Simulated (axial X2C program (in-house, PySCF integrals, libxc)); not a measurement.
**SiO⁺: from Re and ωe to a spectrum**

A bond curve at the PBE0 level, 2c, was computed with an in-house all-electron X2C program for linear molecules (integrals from PySCF) (basis Si dyall-v3z [8s7p2d1f], O dyall-av3z [7s6p3d2f] (cores contracted in-house)) for the state Ω = 1/2 (⟨Sz⟩ = 0.50, ⟨Lz⟩ = 0.00 at PBE0). Its fit gives Re = 1.5264 Å, ωe = 1140.7 cm⁻¹, ωexe = 7.08 cm⁻¹ and αe = 6.038e-03 cm⁻¹; the masses are 27.9769 and 15.9949 u. Two-component means X2C with spin–orbit coupling and atomic mean-field Coulomb and Gaunt terms.

(1) Find the reduced mass, Be and the force constant.

(2) Estimate De from a Morse curve and compare with the computed well depth of 4.580 eV to Si+ + O.

(3) Where do the fundamental and the first overtone lie?

(4) A Morse curve ties αe to the other constants (Pekeris). How well does that hold?

(5) Estimate the centrifugal constant by the Kratzer relation.

Occupations by symmetry block were frozen at the best pattern of an incomplete PBE0 search. Dissociation energies refer to the lowest single-determinant-based atoms at the same level and basis. Density functionals use the spin component along the axis (collinear). The 2c atoms are single determinants rather than J levels; their spin–orbit lowering is only partly caught, and De is too large by that part. This holds for PBE0. The functionals have no current-density term, which raises determinants with orbital currents, atoms included.

Answers

(1) From the PBE0 values: μ = 10.1767 u. Be = 16.8576/(μ Re²) = 0.711 cm⁻¹. k = 5.8918×10⁻⁷ μ ωe² = 7.8 mdyn/Å.

(2) De(Morse) = ωe²/(4ωexe) = 5.697 eV against 4.580 eV computed, a ratio of 1.24. The extrapolation overshoots: the well softens faster than a Morse curve, or the lowest atomic limit lies below the one to which the curve heads.

(3) ν(1←0) = ωe − 2ωexe = 1126.5 cm⁻¹; ν(2←0) = 2ωe − 6ωexe = 2238.9 cm⁻¹.

(4) αe(Morse) = 6Be²/ωe × (√(ωexe/Be) − 1) = 5.731e-03 cm⁻¹; the PBE0 curve gives 6.038e-03 cm⁻¹, a ratio of 0.95.

(5) D = 4Be³/ωe² = 1.10e-06 cm⁻¹.
